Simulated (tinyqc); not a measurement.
Inside a calculation. Method: RHF in the sto-3g basis, for H2O, spin multiplicity 1. Computed by tinyqc, a small Python program that keeps every step (integrals from PySCF). Settings: charge = 0, multiplicity = 1, basis = sto-3g, energy threshold = 1e-10, iteration cap = 53, orthogonalisation = canonical, start = highest core orbitals, DIIS depth = 3, DIIS from iteration = 3, method = RHF. Command: `OMP_NUM_THREADS=1 python tinyqc.py 30509 30510 out.jsonl` (the two numbers bound the seeds that draw the settings). One thread of a shared host (Intel(R) Xeon(R) Processor @ 2.60GHz), about 0.06 s of CPU time with the checks. Later iterations appear only in the table of the cycle.

## One-electron integrals

Geometry (angstrom):
```
atom       x        y       z
O     0.0000   0.0000  0.0000
H     0.0000   0.9000  0.8140
H     0.0000  -0.9000  0.8140
```

Basis sto-3g: exponents (1/bohr^2) and contraction coefficients of normalised primitives:
```
element  l (shell)  exponent  coefficient
O            s (1)  130.7093       0.1543
O            s (1)   23.8089       0.5353
O            s (1)    6.4436       0.4446
O            s (2)    5.0332      -0.1000
O            s (2)    1.1696       0.3995
O            s (2)    0.3804       0.7001
O            p (3)    5.0332       0.1559
O            p (3)    1.1696       0.6077
O            p (3)    0.3804       0.3920
H            s (1)    3.4253       0.1543
H            s (1)    0.6239       0.5353
H            s (1)    0.1689       0.4446
```

Overlap, kinetic and nuclear-attraction integrals over the contracted functions; the nuclear repulsion is the sum of Za Zb / Rab.

nuclear repulsion = 7.271157 hartree

overlap S, lower triangle:
```
         1O 1s   1O 2s  1O 2px   1O 2py  1O 2pz   2H 1s   3H 1s
1O 1s   1.0000
1O 2s   0.2367  1.0000
1O 2px  0.0000  0.0000  1.0000
1O 2py  0.0000  0.0000  0.0000   1.0000
1O 2pz  0.0000  0.0000  0.0000   0.0000  1.0000
2H 1s   0.0294  0.3236  0.0000   0.2204  0.1993  1.0000
3H 1s   0.0294  0.3236  0.0000  -0.2204  0.1993  0.1641  1.0000
```

kinetic energy T (hartree), lower triangle:
```
          1O 1s   1O 2s  1O 2px   1O 2py  1O 2pz    2H 1s   3H 1s
1O 1s   29.0032
1O 2s   -0.1680  0.8081
1O 2px   0.0000  0.0000  2.5287
1O 2py   0.0000  0.0000  0.0000   2.5287
1O 2pz   0.0000  0.0000  0.0000   0.0000  2.5287
2H 1s   -0.0087  0.0377  0.0000   0.0942  0.0852   0.7600
3H 1s   -0.0087  0.0377  0.0000  -0.0942  0.0852  -0.0062  0.7600
```

nuclear attraction V (hartree), lower triangle:
```
           1O 1s    1O 2s   1O 2px   1O 2py   1O 2pz    2H 1s    3H 1s
1O 1s   -61.4906
1O 2s    -7.3895  -9.9220
1O 2px    0.0000   0.0000  -9.8025
1O 2py    0.0000   0.0000   0.0000  -9.8793
1O 2pz   -0.0130  -0.1609   0.0000   0.0000  -9.8653
2H 1s    -0.9376  -2.4013   0.0000  -1.4254  -1.3300  -4.9628
3H 1s    -0.9376  -2.4013   0.0000   1.4254  -1.3300  -0.8871  -4.9628
```

core Hamiltonian H = T + V (hartree), lower triangle:
```
           1O 1s    1O 2s   1O 2px   1O 2py   1O 2pz    2H 1s    3H 1s
1O 1s   -32.4874
1O 2s    -7.5575  -9.1139
1O 2px    0.0000   0.0000  -7.2737
1O 2py    0.0000   0.0000   0.0000  -7.3506
1O 2pz   -0.0130  -0.1609   0.0000   0.0000  -7.3366
2H 1s    -0.9464  -2.3636   0.0000  -1.3313  -1.2448  -4.2028
3H 1s    -0.9464  -2.3636   0.0000   1.3313  -1.2448  -0.8932  -4.2028
```

## Two-electron integrals

Functions are numbered as in S; the eight-fold symmetry (ij|kl) = (ji|kl) = (kl|ij) leaves the list below.

Two-electron integrals (ij|kl) in chemists' order, unique and non-zero (hartree):
```
(11|11) 4.7851      (21|11) 0.7414      (21|21) 0.1369      (22|11) 1.1189
(22|21) 0.2566      (22|22) 0.8172      (31|31) 0.0245      (32|31) 0.0378
(32|32) 0.1805      (33|11) 1.1158      (33|21) 0.2567      (33|22) 0.8170
(33|33) 0.8802      (41|41) 0.0245      (42|41) 0.0378      (42|42) 0.1805
(43|43) 0.0474      (44|11) 1.1158      (44|21) 0.2567      (44|22) 0.8170
(44|33) 0.7853      (44|44) 0.8802      (51|51) 0.0245      (52|51) 0.0378
(52|52) 0.1805      (53|53) 0.0474      (54|54) 0.0474      (55|11) 1.1158
(55|21) 0.2567      (55|22) 0.8170      (55|33) 0.7853      (55|44) 0.7853
(55|55) 0.8802      (61|11) 0.0930      (61|21) 0.0170      (61|22) 0.0318
(61|33) 0.0318      (61|41) 0.0006      (61|42) 0.0011      (61|44) 0.0319
(61|51) 0.0005      (61|52) 0.0010      (61|54) 9.38e-05    (61|55) 0.0318
(61|61) 0.0021      (62|11) 0.2540      (62|21) 0.0591      (62|22) 0.2119
(62|33) 0.2081      (62|41) 0.0033      (62|42) 0.0264      (62|44) 0.2142
(62|51) 0.0030      (62|52) 0.0239      (62|54) 0.0055      (62|55) 0.2131
(62|61) 0.0075      (62|62) 0.0713      (63|31) 0.0058      (63|32) 0.0352
(63|43) 0.0053      (63|53) 0.0048      (63|63) 0.0096      (64|11) 0.1445
(64|21) 0.0340      (64|22) 0.1303      (64|33) 0.1245      (64|41) 0.0075
(64|42) 0.0503      (64|44) 0.1387      (64|51) 0.0015      (64|52) 0.0137
(64|54) 0.0080      (64|55) 0.1274      (64|61) 0.0045      (64|62) 0.0534
(64|64) 0.0490      (65|11) 0.1307      (65|21) 0.0308      (65|22) 0.1178
(65|33) 0.1126      (65|41) 0.0015      (65|42) 0.0137      (65|44) 0.1158
(65|51) 0.0072      (65|52) 0.0476      (65|54) 0.0082      (65|55) 0.1248
(65|61) 0.0041      (65|62) 0.0483      (65|64) 0.0357      (65|65) 0.0419
(66|11) 0.4301      (66|21) 0.1017      (66|22) 0.4201      (66|33) 0.4044
(66|41) 0.0065      (66|42) 0.0745      (66|44) 0.4300      (66|51) 0.0059
(66|52) 0.0674      (66|54) 0.0232      (66|55) 0.4254      (66|61) 0.0130
(66|62) 0.1881      (66|64) 0.1607      (66|65) 0.1453      (66|66) 0.7746
(71|11) 0.0930      (71|21) 0.0170      (71|22) 0.0318      (71|33) 0.0318
(71|41) -0.0006     (71|42) -0.0011     (71|44) 0.0319      (71|51) 0.0005
(71|52) 0.0010      (71|54) -9.38e-05   (71|55) 0.0318      (71|61) 0.0021
(71|62) 0.0073      (71|64) 0.0040      (71|65) 0.0040      (71|66) 0.0126
(71|71) 0.0021      (72|11) 0.2540      (72|21) 0.0591      (72|22) 0.2119
(72|33) 0.2081      (72|41) -0.0033     (72|42) -0.0264     (72|44) 0.2142
(72|51) 0.0030      (72|52) 0.0239      (72|54) -0.0055     (72|55) 0.2131
(72|61) 0.0073      (72|62) 0.0572      (72|64) 0.0298      (72|65) 0.0376
(72|66) 0.1218      (72|71) 0.0075      (72|72) 0.0713      (73|31) 0.0058
(73|32) 0.0352      (73|43) -0.0053     (73|53) 0.0048      (73|63) 0.0074
(73|73) 0.0096      (74|11) -0.1445     (74|21) -0.0340     (74|22) -0.1303
(74|33) -0.1245     (74|41) 0.0075      (74|42) 0.0503      (74|44) -0.1387
(74|51) -0.0015     (74|52) -0.0137     (74|54) 0.0080      (74|55) -0.1274
(74|61) -0.0040     (74|62) -0.0298     (74|64) -0.0085     (74|65) -0.0192
(74|66) -0.0584     (74|71) -0.0045     (74|72) -0.0534     (74|74) 0.0490
(75|11) 0.1307      (75|21) 0.0308      (75|22) 0.1178      (75|33) 0.1126
(75|41) -0.0015     (75|42) -0.0137     (75|44) 0.1158      (75|51) 0.0072
(75|52) 0.0476      (75|54) -0.0082     (75|55) 0.1248      (75|61) 0.0040
(75|62) 0.0376      (75|64) 0.0192      (75|65) 0.0318      (75|66) 0.0873
(75|71) 0.0041      (75|72) 0.0483      (75|74) -0.0357     (75|75) 0.0419
(76|11) 0.0867      (76|21) 0.0204      (76|22) 0.0806      (76|33) 0.0785
(76|44) 0.0798      (76|51) 0.0015      (76|52) 0.0150      (76|55) 0.0833
(76|61) 0.0026      (76|62) 0.0279      (76|64) 0.0182      (76|65) 0.0213
(76|66) 0.0810      (76|71) 0.0026      (76|72) 0.0279      (76|74) -0.0182
(76|75) 0.0213      (76|76) 0.0144      (77|11) 0.4301      (77|21) 0.1017
(77|22) 0.4201      (77|33) 0.4044      (77|41) -0.0065     (77|42) -0.0745
(77|44) 0.4300      (77|51) 0.0059      (77|52) 0.0674      (77|54) -0.0232
(77|55) 0.4254      (77|61) 0.0126      (77|62) 0.1218      (77|64) 0.0584
(77|65) 0.0873      (77|66) 0.2919      (77|71) 0.0130      (77|72) 0.1881
(77|74) -0.1607     (77|75) 0.1453      (77|76) 0.0810      (77|77) 0.7746
```

## Orthogonalisation

S = U s U^T; canonical form X = U s^(-1/2), so that X^T S X = 1. Each column of U has its largest component positive (the first on a tie).

eigenvalues of S: 0.5026  0.5956  0.8810  1.0000  1.1127  1.2403  1.6678

X:
```
              1        2        3       4        5        6       7
1O 1s   -0.3843   0.0000   0.7069  0.0000   0.6168   0.0000  0.1933
1O 2s    0.9549   0.0000  -0.3050  0.0000   0.3351   0.0000  0.4481
1O 2px   0.0000   0.0000   0.0000  1.0000   0.0000   0.0000  0.0000
1O 2py   0.0000   0.7910   0.0000  0.0000   0.0000   0.7112  0.0000
1O 2pz   0.4756   0.0000   0.6785  0.0000  -0.5917   0.0000  0.2338
2H 1s   -0.5934  -0.7256  -0.2025  0.0000  -0.1672   0.3876  0.3917
3H 1s   -0.5934   0.7256  -0.2025  0.0000  -0.1672  -0.3876  0.3917
```

## Starting guess

The start is the highest orbitals of the core Hamiltonian (a deliberately bad start); D = 2 C_occ C_occ^T.

D at the start, lower triangle:
```
          1O 1s    1O 2s  1O 2px   1O 2py   1O 2pz    2H 1s   3H 1s
1O 1s    0.0170
1O 2s   -0.0871   0.5061
1O 2px   0.0000   0.0000  2.0000
1O 2py   0.0000   0.0000  0.0000   2.2630
1O 2pz   0.1407  -0.5223  0.0000   0.0000   1.8594
2H 1s    0.0543  -0.5134  0.0000  -0.5967  -0.3578   2.4714
3H 1s    0.0543  -0.5134  0.0000   0.5967  -0.3578  -0.2359  2.4714
```

## Iteration 1: building the Fock matrix

J_ij = sum D_kl (ij|kl), K_ij = sum D_kl (ik|jl); F = H + J - 0.5 K; E = tr D H + tr D J / 2 - 0.25 tr D K + E_nn.

Coulomb J (hartree), lower triangle:
```
          1O 1s    1O 2s  1O 2px   1O 2py  1O 2pz   2H 1s   3H 1s
1O 1s    8.4013
1O 2s    1.9401   6.5207
1O 2px   0.0000   0.0000  6.4681
1O 2py   0.0000   0.0000  0.0000   6.5683
1O 2pz  -0.0239  -0.0015  0.0000   0.0000  6.5215
2H 1s    0.2400   1.8360  0.0000   1.1889  1.0876  4.5608
3H 1s    0.2400   1.8360  0.0000  -1.1889  1.0876  0.7788  4.5608
```

exchange K (hartree), lower triangle:
```
          1O 1s    1O 2s  1O 2px   1O 2py  1O 2pz   2H 1s   3H 1s
1O 1s    0.1638
1O 2s    0.2263   1.2826
1O 2px   0.0000   0.0000  1.9942
1O 2py   0.0000   0.0000  0.0000   2.0623
1O 2pz  -0.0233  -0.6101  0.0000   0.0000  1.8215
2H 1s    0.0339   0.3671  0.0000   0.3969  0.2094  1.5958
3H 1s    0.0339   0.3671  0.0000  -0.3969  0.2094  0.1906  1.5958
```

Fock matrix F (hartree), lower triangle:
```
           1O 1s    1O 2s   1O 2px   1O 2py   1O 2pz    2H 1s    3H 1s
1O 1s   -24.1680
1O 2s    -5.7306  -3.2346
1O 2px    0.0000   0.0000  -1.8027
1O 2py    0.0000   0.0000   0.0000  -1.8134
1O 2pz   -0.0251   0.1427   0.0000   0.0000  -1.7258
2H 1s    -0.7233  -0.7112   0.0000  -0.3408  -0.2619  -0.4399
3H 1s    -0.7233  -0.7112   0.0000   0.3408  -0.2619  -0.2097  -0.4399
```

total energy of this density = -28.206642 hartree

## Iteration 1: diagonalisation and new density

Diagonalise F' = X^T F X, C = X C', fill 5 alpha and 5 beta electrons from the bottom; D = 2 C_occ C_occ^T. Each column has its largest component positive (the first on a tie).

F' = X^T F X (hartree), lower triangle:
```
         1        2         3        4         5        6        7
1  -1.7741
2   0.0000  -0.5946
3   3.0975   0.0000  -10.4547
4   0.0000   0.0000    0.0000  -1.8027
5   3.1460   0.0000   -9.4060   0.0000  -12.2495
6   0.0000  -0.7480    0.0000   0.0000    0.0000  -1.3621
7   0.7174   0.0000   -4.6414   0.0000   -5.2657   0.0000  -3.6249
```

orbital energies (hartree): MO1 -24.1680, MO2 -2.0599, MO3 -1.8190, MO4 -1.8027, MO5 -1.6602, MO6 -0.2151, MO7 -0.1377

coefficients C:
```
           MO1      MO2      MO3     MO4      MO5      MO6      MO7
1O 1s   0.9999  -0.2245   0.0000  0.0000  -0.1053   0.0616   0.0000
1O 2s   0.0003   0.9552   0.0000  0.0000   0.4510  -0.4497   0.0000
1O 2px  0.0000   0.0000   0.0000  1.0000   0.0000   0.0000   0.0000
1O 2py  0.0000   0.0000   1.0193  0.0000   0.0000   0.0000  -0.3043
1O 2pz  0.0010  -0.4010   0.0000  0.0000   0.9281  -0.2628   0.0000
2H 1s   0.0002  -0.0266  -0.0475  0.0000  -0.0442   0.7561   0.8213
3H 1s   0.0002  -0.0266   0.0475  0.0000  -0.0442   0.7561  -0.8213
```

D after iteration 1, lower triangle:
```
          1O 1s    1O 2s  1O 2px   1O 2py   1O 2pz   2H 1s   3H 1s
1O 1s    2.1226
1O 2s   -0.5232   2.2315
1O 2px   0.0000   0.0000  2.0000
1O 2py   0.0000   0.0000  0.0000   2.0778
1O 2pz  -0.0134   0.0710  0.0000   0.0000   2.0445
2H 1s    0.0217  -0.0908  0.0000  -0.0968  -0.0607  0.0098
3H 1s    0.0217  -0.0908  0.0000   0.0968  -0.0607  0.0008  0.0098
```

## Iteration 2: building the Fock matrix

As before.

Coulomb J (hartree), lower triangle:
```
          1O 1s   1O 2s  1O 2px   1O 2py  1O 2pz   2H 1s   3H 1s
1O 1s   18.5461
1O 2s    3.5360  8.7874
1O 2px   0.0000  0.0000  8.7802
1O 2py   0.0000  0.0000  0.0000   8.7796
1O 2pz   0.0015  0.0005  0.0000   0.0000  8.7789
2H 1s    0.4407  2.2044  0.0000   1.3311  1.2034  4.2103
3H 1s    0.4407  2.2044  0.0000  -1.3311  1.2034  0.8171  4.2103
```

exchange K (hartree), lower triangle:
```
         1O 1s   1O 2s  1O 2px   1O 2py  1O 2pz   2H 1s   3H 1s
1O 1s   9.8379
1O 2s   1.7149  2.8644
1O 2px  0.0000  0.0000  2.3558
1O 2py  0.0000  0.0000  0.0000   2.3636
1O 2pz  0.0006  0.0083  0.0000   0.0000  2.3589
2H 1s   0.2275  0.6718  0.0000   0.3254  0.2993  0.2908
3H 1s   0.2275  0.6718  0.0000  -0.3254  0.2993  0.1616  0.2908
```

Fock matrix F (hartree), lower triangle:
```
           1O 1s    1O 2s  1O 2px   1O 2py   1O 2pz    2H 1s    3H 1s
1O 1s   -18.8602
1O 2s    -4.8790  -1.7588
1O 2px    0.0000   0.0000  0.3285
1O 2py    0.0000   0.0000  0.0000   0.2473
1O 2pz   -0.0118  -0.1645  0.0000   0.0000   0.2629
2H 1s    -0.6194  -0.4951  0.0000  -0.1628  -0.1910  -0.1378
3H 1s    -0.6194  -0.4951  0.0000   0.1628  -0.1910  -0.1570  -0.1378
```

total energy of this density = -73.556585 hartree

## Iteration 2: diagonalisation and new density

As before.

F' = X^T F X (hartree), lower triangle:
```
         1       2        3       4        5        6        7
1  -0.3287
2   0.0000  0.5487
3   2.3269  0.0000  -6.9930
4   0.0000  0.0000   0.0000  0.3285
5   2.2154  0.0000  -8.1578  0.0000  -8.9479
6   0.0000  0.1965   0.0000  0.0000   0.0000  -0.0487
7   0.8858  0.0000  -3.7172  0.0000  -4.3554   0.0000  -2.6193
```

orbital energies (hartree): MO1 -18.8708, MO2 -0.6440, MO3 -0.1076, MO4 0.0847, MO5 0.3285, MO6 0.5412, MO7 0.6075

coefficients C:
```
            MO1      MO2      MO3      MO4     MO5      MO6      MO7
1O 1s    0.9936  -0.2197   0.0000  -0.1587  0.0000  -0.0661   0.0000
1O 2s    0.0268   0.7878   0.0000   0.7380  0.0000   0.3898   0.0000
1O 2px   0.0000   0.0000   0.0000   0.0000  1.0000   0.0000   0.0000
1O 2py   0.0000   0.0000   0.4544   0.0000  0.0000   0.0000   0.9618
1O 2pz   0.0025   0.1718   0.0000  -0.4618  0.0000   0.9211   0.0000
2H 1s   -0.0044   0.2301   0.5795  -0.4852  0.0000  -0.5348  -0.5839
3H 1s   -0.0044   0.2301  -0.5795  -0.4852  0.0000  -0.5348   0.5839
```

D after iteration 2, lower triangle:
```
          1O 1s    1O 2s  1O 2px   1O 2py  1O 2pz    2H 1s   3H 1s
1O 1s    2.1215
1O 2s   -0.5271   2.3320
1O 2px   0.0000   0.0000  2.0000
1O 2py   0.0000   0.0000  0.0000   0.4129
1O 2pz   0.0760  -0.4108  0.0000   0.0000  0.4856
2H 1s    0.0442  -0.3539  0.0000   0.5266  0.5272   1.2485
3H 1s    0.0442  -0.3539  0.0000  -0.5266  0.5272  -0.0948  1.2485
```

## Iteration 12 (converged): orbitals

converged F (hartree), lower triangle:
```
           1O 1s    1O 2s   1O 2px   1O 2py   1O 2pz    2H 1s    3H 1s
1O 1s   -20.2796
1O 2s    -5.1668  -2.3996
1O 2px    0.0000   0.0000  -0.3939
1O 2py    0.0000   0.0000   0.0000  -0.1937
1O 2pz   -0.0224  -0.0487   0.0000   0.0000  -0.2286
2H 1s    -0.6547  -0.6593   0.0000  -0.3126  -0.3121  -0.3320
3H 1s    -0.6547  -0.6593   0.0000   0.3126  -0.3121  -0.2040  -0.3320
```

As before.

F' = X^T F X (hartree), lower triangle:
```
         1       2        3        4        5        6        7
1  -0.6067
2   0.0000  0.4617
3   2.6610  0.0000  -7.8957
4   0.0000  0.0000   0.0000  -0.3939
5   2.3254  0.0000  -8.4758   0.0000  -9.8990
6   0.0000  0.0940   0.0000   0.0000   0.0000  -0.4812
7   0.7931  0.0000  -3.9143   0.0000  -4.6090   0.0000  -3.0988
```

orbital energies (hartree): MO1 -20.2876, MO2 -1.1846, MO3 -0.4905, MO4 -0.4361, MO5 -0.3939, MO6 0.4081, MO7 0.4710

coefficients C:
```
            MO1      MO2      MO3      MO4     MO5      MO6      MO7
1O 1s    0.9946  -0.2443   0.0000   0.0862  0.0000  -0.0932   0.0000
1O 2s    0.0227   0.9220   0.0000  -0.4345  0.0000   0.5277   0.0000
1O 2px   0.0000   0.0000   0.0000   0.0000  1.0000   0.0000   0.0000
1O 2py   0.0000   0.0000   0.6300   0.0000  0.0000   0.0000   0.8571
1O 2pz   0.0025   0.0615   0.0000   0.7076  0.0000   0.7661   0.0000
2H 1s   -0.0037   0.1277   0.4571   0.3687  0.0000  -0.6497  -0.6840
3H 1s   -0.0037   0.1277  -0.4571   0.3687  0.0000  -0.6497   0.6840
```

D after iteration 12, lower triangle:
```
          1O 1s    1O 2s  1O 2px   1O 2py  1O 2pz    2H 1s   3H 1s
1O 1s    2.1128
1O 2s   -0.4802   2.0789
1O 2px   0.0000   0.0000  2.0000
1O 2py   0.0000   0.0000  0.0000   0.7938
1O 2pz   0.0970  -0.5012  0.0000   0.0000  1.0089
2H 1s   -0.0062  -0.0850  0.0000   0.5759  0.5375   0.7223
3H 1s   -0.0062  -0.0850  0.0000  -0.5759  0.5375  -0.1133  0.7223
```

## Convergence

Stop when the energy changes by less than 1e-10 hartree and every element of the error matrix X^T (F D S - S D F) X is below 3e-06.

Course of the cycle:
```
iteration  E (hartree)     change  largest element of the error matrix
1           -28.206642          -                             3.04e-01
2           -73.556585  -4.53e+01                             7.11e-01
3           -74.667235  -1.11e+00                             4.97e-01
4           -74.865321  -1.98e-01                             1.88e-01
5           -74.889996  -2.47e-02                             2.19e-02
6           -74.890559  -5.62e-04                             3.96e-03
7           -74.890611  -5.18e-05                             1.93e-03
8           -74.890620  -9.80e-06                             3.05e-04
9           -74.890621  -9.50e-08                             5.55e-05
10          -74.890621  -2.61e-09                             1.50e-05
11          -74.890621  -1.70e-10                             4.02e-06
12          -74.890621  -4.57e-11                             2.21e-06
```

PySCF RHF in the same basis = -74.890621 hartree

Converged in 12 iterations.

## Populations, bond orders and dipole

Mulliken: Z minus the diagonal of D S on the atom; Loewdin: the same with S^(1/2) D S^(1/2); Mayer order: 2 sum_s sum (D(s) S)_ij (D(s) S)_ji over the two atoms.

Charges (e):
```
atom  Mulliken  Loewdin
1O     -0.1798  -0.1349
2H      0.0899   0.0674
3H      0.0899   0.0674
```

Mayer bond orders:
```
pair   order
2-1   0.9901
3-1   0.9901
3-2   0.0018
```

dipole moment about the origin, x y z (debye): 0.0000  0.0000  1.4106
